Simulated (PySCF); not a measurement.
Thiazole, C₃H₃NS.
Bonds: C1–C2 (aromatic), C2–S3 (aromatic), S3–C4 (aromatic), C4–N5 (aromatic), C1–N5 (aromatic). Hydrogens: H6 on C1; H7 on C2; H8 on C4.

Computed geometry: GFN2-xTB, gas phase.

Question: Give the optimised bond lengths and angles.

Answer: 
| bond | length (Å) | order |
| --- | --- | --- |
| C1–C2 | 1.359 | aromatic |
| C2–S3 | 1.719 | aromatic |
| S3–C4 | 1.738 | aromatic |
| C4–N5 | 1.280 | aromatic |
| C1–N5 | 1.353 | aromatic |
| C1–H6 | 1.075 | single |
| C2–H7 | 1.071 | single |
| C4–H8 | 1.071 | single |

Orders are formal, as drawn. A selection of angles:
| angle | degrees |
| --- | --- |
| C2–C1–N5 | 115.1 |
| C2–C1–H6 | 125.8 |
| N5–C1–H6 | 119.1 |
| C1–C2–S3 | 110.3 |
| C1–C2–H7 | 129.0 |
| S3–C2–H7 | 120.7 |
| C2–S3–C4 | 88.0 |
| S3–C4–N5 | 115.1 |
| S3–C4–H8 | 120.7 |
| N5–C4–H8 | 124.2 |
| C1–N5–C4 | 111.6 |

The 5-membered ring C1–C2–S3–C4–N5 has internal angles of 88.0° to 115.1° (sum 540°, against 540° for a flat polygon); it is planar, 0.00 Å rms from its mean plane, widest ring torsion 0°. N5 (pyridine-type nitrogen) is bent (angle 111.6°). S3 (thiophene-type sulfur) is bent (angle 88.0°). The C–N distances run from 1.280 Å (C4–N5, aromatic) to 1.353 Å (C1–N5, aromatic), a spread of 0.073 Å. The 5 heavy atoms lie in one plane (0.000 Å rms).

Point group: Cs (tolerance 0.08 Å). Stationary, but not proved a minimum.
